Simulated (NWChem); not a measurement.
# C3H6O2 (methyl acetate) at 6 levels

Aim: a comparison of 6 runs (HF/STO-3G, HF/3-21G, B3LYP/6-31G*, wB97X/def2-SVP, MP2/6-31G*) of C3H6O2 (methyl acetate). 

The calculation is run with NWChem 7.3.0.

### 1 The structure to begin with

C3H6O2 has 11 atoms, charge 0, and is taken as a singlet. SMILES: `COC(C)=O`. The shape is that of a PBE0-D4/def2-TZVP optimisation. This is one conformer, not always the lowest.

Bond lengths: C1–O2 1.423 Å, O2–C3 1.341 Å, C3–C4 1.498 Å, C3–O5 1.201 Å, C1–H6 1.091 Å, C1–H7 1.091 Å, C1–H8 1.088 Å, C4–H9 1.092 Å, C4–H10 1.087 Å, C4–H11 1.092 Å. Some angles: C1–O2–C3 115.2°, O2–C3–C4 111.1°, O2–C3–O5 123.3°, C4–C3–O5 125.6°, O2–C1–H6 110.7°, O2–C1–H7 110.7°, O2–C1–H8 105.9°, C3–C4–H9 109.9°, C3–C4–H10 109.5°, C3–C4–H11 109.9°.

### 2 Energy and gradient at HF/STO-3G (run 1)

File struct.nw:

```
start struct
title "C3H6O2 gradient"
memory 2200 mb
charge 0

geometry units angstroms noautosym nocenter noautoz
C    -1.440600    0.996700    0.557900
O    -0.644700   -0.165700    0.353700
C     0.525400    0.044800   -0.267200
C     1.284800   -1.235300   -0.432100
O     0.892500    1.128500   -0.632400
H    -0.908700    1.724200    1.172600
H    -1.693000    1.462600   -0.395700
H    -2.340700    0.656000    1.064800
H     1.477000   -1.681300    0.545500
H     2.223600   -1.037600   -0.942800
H     0.689800   -1.949800   -1.003900
end

basis spherical bse
* library STO-3G
end

scf
thresh 1e-08
maxiter 80
end

task scf gradient
```

Launch:

```sh
nwchem struct.nw > struct.out
```

The log of the run:

```text
[...]
  functions       =    31
[...]
  wavefunction    = RHF
[...]
         Total SCF energy =   -263.385999099541
      One-electron energy =   -723.517447113470
      Two-electron energy =    277.606299824306
 Nuclear repulsion energy =    182.525148189623
        Time for solution =      2.9s
[...]
                         RHF ENERGY GRADIENTS
    atom               coordinates                        gradient
                 x          y          z           x          y          z
   1 C      -2.722339   1.883490   1.054278   -0.005516  -0.002342   0.003217
   2 O      -1.218306  -0.313128   0.668396    0.043634   0.026200  -0.026233
   3 C       0.992862   0.084660  -0.504935   -0.018591  -0.006807   0.010473
   4 C       2.427920  -2.334379  -0.816551   -0.012561   0.033087   0.000604
   5 O       1.686580   2.132556  -1.195063   -0.012407  -0.037306   0.012477
   6 H      -1.717194   3.258266   2.215893    0.002162  -0.003697  -0.002379
   7 H      -3.199306   2.763913  -0.747765    0.003649  -0.003191   0.000581
   8 H      -4.423282   1.239660   2.012180    0.003746  -0.003158  -0.001358
   9 H       2.791125  -3.177196   1.030846   -0.001560  -0.002182   0.004355
  10 H       4.201995  -1.960780  -1.781634    0.001513   0.002495  -0.001172
  11 H       1.303533  -3.684588  -1.897096   -0.004069  -0.003099  -0.000564
[...]
```

Wall time 4.2 s (1 thread of AMD EPYC 7R43 (Zen 3), shared host); peak memory 0.094 GiB.

### 3 Energy and gradient at HF/3-21G (run 2)

File c3h6o2.nw:

```
start c3h6o2
memory total 2200 mb
charge 0

geometry units angstroms noautosym nocenter noautoz
C    -1.440600    0.996700    0.557900
O    -0.644700   -0.165700    0.353700
C     0.525400    0.044800   -0.267200
C     1.284800   -1.235300   -0.432100
O     0.892500    1.128500   -0.632400
H    -0.908700    1.724200    1.172600
H    -1.693000    1.462600   -0.395700
H    -2.340700    0.656000    1.064800
H     1.477000   -1.681300    0.545500
H     2.223600   -1.037600   -0.942800
H     0.689800   -1.949800   -1.003900
end

basis spherical bse
* library 3-21G
end

scf
thresh 1e-08
maxiter 80
print low
end

task scf gradient
```

Launch:

```sh
nwchem c3h6o2.nw > c3h6o2.out
```

The log of the run:

```text
[...]
  functions       =    57
[...]
  wavefunction    = RHF
[...]
         Total SCF energy =   -265.345616902739
      One-electron energy =   -723.780328321582
      Two-electron energy =    275.909563229220
 Nuclear repulsion energy =    182.525148189623
        Time for solution =      3.1s
[...]
                         RHF ENERGY GRADIENTS
    atom               coordinates                        gradient
                 x          y          z           x          y          z
   1 C      -2.722339   1.883490   1.054278    0.021971  -0.018923  -0.007780
   2 O      -1.218306  -0.313128   0.668396   -0.004091   0.006538   0.000930
   3 C       0.992862   0.084660  -0.504935   -0.016389   0.012509   0.006152
   4 C       2.427920  -2.334379  -0.816551   -0.004612   0.009000   0.000819
   5 O       1.686580   2.132556  -1.195063    0.002180  -0.006520   0.000002
   6 H      -1.717194   3.258266   2.215893    0.004473   0.004507   0.004513
   7 H      -3.199306   2.763913  -0.747765   -0.001407   0.002552  -0.007257
   8 H      -4.423282   1.239660   2.012180   -0.006164  -0.003121   0.003592
   9 H       2.791125  -3.177196   1.030846    0.001347  -0.003114   0.005068
  10 H       4.201995  -1.960780  -1.781634    0.005471   0.001172  -0.002988
  11 H       1.303533  -3.684588  -1.897096   -0.002777  -0.004600  -0.003053
[...]
```

Run time: 4.5 s. Hardware: 1 thread of AMD EPYC 7R43 (Zen 3), shared host; peak memory 0.096 GiB.

Runs 3 to 5 aren't shown in full; the table further down has their settings and results.

### 4 Energy and forces at MP2/6-31G(d) (spherical functions) (run 6)

File job.nw:

```
start job
memory stack 880 mb heap 220 mb global 1100 mb

geometry noautosym nocenter noautoz
 C    -1.440600    0.996700    0.557900
 O    -0.644700   -0.165700    0.353700
 C     0.525400    0.044800   -0.267200
 C     1.284800   -1.235300   -0.432100
 O     0.892500    1.128500   -0.632400
 H    -0.908700    1.724200    1.172600
 H    -1.693000    1.462600   -0.395700
 H    -2.340700    0.656000    1.064800
 H     1.477000   -1.681300    0.545500
 H     2.223600   -1.037600   -0.942800
 H     0.689800   -1.949800   -1.003900
end

basis spherical bse
 * library 6-31G*
end

scf
 thresh 1e-08
 maxiter 80
end

mp2
 freeze core 5
 tight
end

task mp2 gradient
```

Launch:

```sh
nwchem job.nw > job.out
```

The log of the run:

```text
[...]
  functions       =    82
[...]
  wavefunction    = RHF
[...]
         Total SCF energy =   -266.834320116811
      One-electron energy =   -725.992550171548
      Two-electron energy =    276.633081865114
 Nuclear repulsion energy =    182.525148189623
        Time for solution =     14.2s
[...]
          Total MP2 energy          -267.562133158192
[...]
                         mp2 ENERGY GRADIENTS
    atom               coordinates                        gradient
                 x          y          z           x          y          z
   1 C      -2.722339   1.883490   1.054278    0.004310  -0.009208  -0.000571
   2 O      -1.218306  -0.313128   0.668396    0.009424   0.014298  -0.007124
   3 C       0.992862   0.084660  -0.504935   -0.000507   0.021160  -0.003246
   4 C       2.427920  -2.334379  -0.816551   -0.000327   0.005639  -0.000802
   5 O       1.686580   2.132556  -1.195063   -0.011476  -0.032455   0.011171
   6 H      -1.717194   3.258266   2.215893   -0.000364  -0.000439  -0.000491
   7 H      -3.199306   2.763913  -0.747765    0.000211  -0.000238   0.000648
   8 H      -4.423282   1.239660   2.012180    0.000091   0.001009  -0.000223
   9 H       2.791125  -3.177196   1.030846   -0.000453   0.000320  -0.000815
  10 H       4.201995  -1.960780  -1.781634   -0.001226  -0.000639   0.000736
  11 H       1.303533  -3.684588  -1.897096    0.000318   0.000553   0.000717
[...]
```

Run time: 35 s. Hardware: 1 thread of AMD EPYC 7R43 (Zen 3), shared host; peak memory 0.26 GiB.

### 5 The series

```tsv
run	level	Cartesian functions	iteration cap	energy (Eh)	dipole moment (D)	HOMO energy (eV)	LUMO energy (eV)	wall time
1	HF/STO-3G	no	80	-263.385999	1.05	-9.17	8.67	4.2 s
2	HF/3-21G	no	80	-265.345617	–	–	–	4.5 s
3	B3LYP/6-31G* (Cartesian functions)	yes	100	-268.387875	–	–	–	57 s
4	B3LYP/6-31G* (spherical functions)	no	100	-268.383155	1.77	-7.31	0.52	56 s
5	wB97X/def2-SVP	no	100	-268.120719	1.79	-10.30	3.00	1.9 min
6	MP2/6-31G* (spherical functions)	no	80	-267.562133	1.67	-12.09	5.17	35 s
```

### 6 What came out

| quantity | value |
| --- | --- |
| run 6: total energy | -267.56213 Eh |
| run 6: dipole moment (of the density that the program reports) | 1.67 D |
| run 6: HOMO energy (Hartree–Fock orbitals) | -12.09 eV |
| run 6: LUMO energy (Hartree–Fock orbitals) | 5.17 eV |
| run 6: HOMO–LUMO gap (Hartree–Fock orbitals) | 17.25 eV |
| run 6: correlation energy (5 core orbitals frozen) | -727.8 mEh |
| run 6: largest force on an atom | 1.861 eV/Å |

**Reading.** Over runs 1, 4, 5, 6 the dipole moment (its size) runs from 1.05 D (HF/STO-3G) to 1.79 D (wB97X/def2-SVP). The two ends differ in method and basis. Over runs 1, 4, 5 the HOMO–LUMO gap runs from 7.83 eV (B3LYP/6-31G*) to 17.84 eV (HF/STO-3G). Totals of different functionals can't be ranked against each other. In run 1 the basis is minimal, so the values are rough. All runs together took 4.5 min, the longest 1.9 min.
